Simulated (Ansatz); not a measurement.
in.yaml

```yaml
crystal:
  periodic: [false, false, false]
  atoms:
    - {symbol: Ge, position_ang: [-0.010810, 0.000000, 0.664351]}
    - {symbol: Al, position_ang: [-0.032709, -0.000001, -1.763111]}
    - {symbol: H, position_ang: [0.827334, -1.053378, -0.340814]}
    - {symbol: H, position_ang: [0.827335, 1.053377, -0.340815]}
basis:
  gaussian: {orbitals: cc-pVDZ}
total_charge: 1
magnetization: {spin_polarized: true, initial_magnetization: 2}
correlation: {method: ccsdt_q, electrons: outside_noble_gas}
```

```sh
$ ansatz run in.yaml --threads 1 --pin off --events-out ev --progress --plain --max-ram 2393MiB
```

Log:

```
1102 factors; integrals over basis functions are off by at most 2.0e-7 eV
mean field evaluation 1: about -63077.0044 eV, gradient 8.1e0 eV
mean field evaluation 2: about -63077.0106 eV, gradient 8.1e0 eV
mean field evaluation 4: about -63077.8881 eV, gradient 1.5e0 eV
mean field evaluation 8: about -63078.0439 eV, gradient 3.2e-1 eV
mean field evaluation 16: about -63077.0046 eV, gradient 8.1e0 eV
mean field evaluation 32: about -63078.0604 eV, gradient 2.5e-6 eV
mean field evaluation 64: about -63077.3777 eV, gradient 8.5e-1 eV
mean field -63078.06043373 eV, -2318.0759650945 hartree, gradient 2.5e-6 eV, S^2 2.016938; 2 other end points of the search recorded, 0 dependent functions left out
19 core orbitals not correlated: weight in the atoms' cores, before any rotation towards them, 1.000 or more for the frozen orbitals, at most 0.000 for the correlated occupied ones
reference -63078.06043373 eV, -2318.0759650945 hartree; 5, 3 occupied and 31, 33 virtual orbitals, 1102 factors
second order -3.08232972 eV of doubles, -0.00000000 eV of singles
cycle   1  -3.62851158 eV  change   -5.5e-1 eV  update   8.6e-2
cycle   2  -3.98434758 eV  change   -3.6e-1 eV  update   4.4e-2
cycle   3  -4.08565982 eV  change   -1.0e-1 eV  update   3.0e-2
cycle   4  -4.09941173 eV  change   -1.4e-2 eV  update   2.0e-2
cycle   5  -4.12034329 eV  change   -2.1e-2 eV  update   1.4e-2
cycle   6  -4.13125718 eV  change   -1.1e-2 eV  update   8.8e-3
cycle   7  -4.13351617 eV  change   -2.3e-3 eV  update   4.1e-3
cycle   8  -4.13861891 eV  change   -5.1e-3 eV  update   2.4e-3
cycle   9  -4.13822040 eV  change    4.0e-4 eV  update   1.2e-3
cycle  10  -4.13706077 eV  change    1.2e-3 eV  update   5.6e-4
cycle  11  -4.13734021 eV  change   -2.8e-4 eV  update   2.8e-4
cycle  12  -4.13759532 eV  change   -2.6e-4 eV  update   1.7e-4
cycle  13  -4.13774043 eV  change   -1.5e-4 eV  update   8.8e-5
cycle  14  -4.13772612 eV  change    1.4e-5 eV  update   4.7e-5
cycle  15  -4.13765777 eV  change    6.8e-5 eV  update   2.1e-5
cycle  16  -4.13766651 eV  change   -8.7e-6 eV  update   9.4e-6
cycle  17  -4.13767218 eV  change   -5.7e-6 eV  update   4.8e-6
cycle  18  -4.13767566 eV  change   -3.5e-6 eV  update   2.0e-6
cycle  19  -4.13767744 eV  change   -1.8e-6 eV  update   1.0e-6
cycle  20  -4.13767699 eV  change    4.5e-7 eV  update   5.1e-7
cycle  21  -4.13767641 eV  change    5.9e-7 eV  update   2.9e-7
perturbative correction -0.01061254 eV, -0.0003900038 hartree
Total energy: -63082.20872268 eV, -2318.2284119016 hartree
```

The T1 diagnostic is 0.059.

Ran on 1 thread of AMD EPYC 7B13, shared host: 19 s wall, 0.26 GiB peak host memory.
